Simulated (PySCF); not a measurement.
NH₄, doublet: structure and spectrum

Computed with UPBE0/[N def2-TZVP, H def2-TZVP], no relativity, density fitting, PySCF.

The structure is a minimum.

```
Point group                                                                   : Td
Bond lengths                                                                  : N–H 1.053 Å (×4)
Bond angles                                                                   : H–N–H 109.5° (×6)
Highest occupied level (α)                                                    : -2.32 eV
Zero-point energy                                                             : 104.1 kJ/mol
Atomisation energy without zero-point energy                                  : 1201 kJ/mol
Rotational symmetry number                                                    : 12
Principal polarisabilities                                                    : 78.8, 78.8, 78.8 bohr³
Spin squared ⟨S²⟩                                                             : 0.751
Enthalpy at 298.15 K above 0 K                                                : 10.08 kJ/mol
Principal quadrupole moments (Buckingham, traceless) about the centre of mass : 0.00, 0.00, 0.00 D Å
Dipole moment                                                                 : 0.00 D
Rotational constants                                                          : 5.655, 5.655, 5.655 cm⁻¹
Lowest empty level (β)                                                        : -0.10 eV
Entropy at 298.15 K and 1 bar (electronic part: spin only)                    : 192.8 J/(mol K)
Heat capacity Cp at 298.15 K                                                  : 36.6 J/(mol K)
```

Harmonic modes (masses in u: N 14.003, H 1.008):
```csv
symmetry,ω (cm⁻¹),"IR (km/mol, summed over degenerate members)",μ (u)
t2,1188,0.1,1.13
e,1500,0.0,1.01
t2,2649,6091,1.12
a1,2888,0.0,1.01
```

In Td the vibrations span 2t2 + e + a1. The a1, e modes carry no infrared intensity, as symmetry demands.

Charges (e):
```tsv
atom	Mulliken	Löwdin	polar tensor	spin (Mulliken)	Mayer order to N1
N1	0.27	-0.03	1.75	-0.68	–
H2,3,4,5	-0.07	0.01	-0.44	0.42	0.20
```
Other Mayer orders above 0.3: H–H 0.34 (×6).

Mulliken populations on N1: s 2.85, p 3.86, d 0.02, f 0.00.

Other isomers or separated fragments may lie lower.

The final relaxation and frequency run took 8.9 s on 2 threads of a shared Arm Neoverse V2 host, with 55 basis functions and 6 gradients; the process peaked at 0.82 GiB. Launch command: `OMP_NUM_THREADS=2 python axn.py task.json out`.
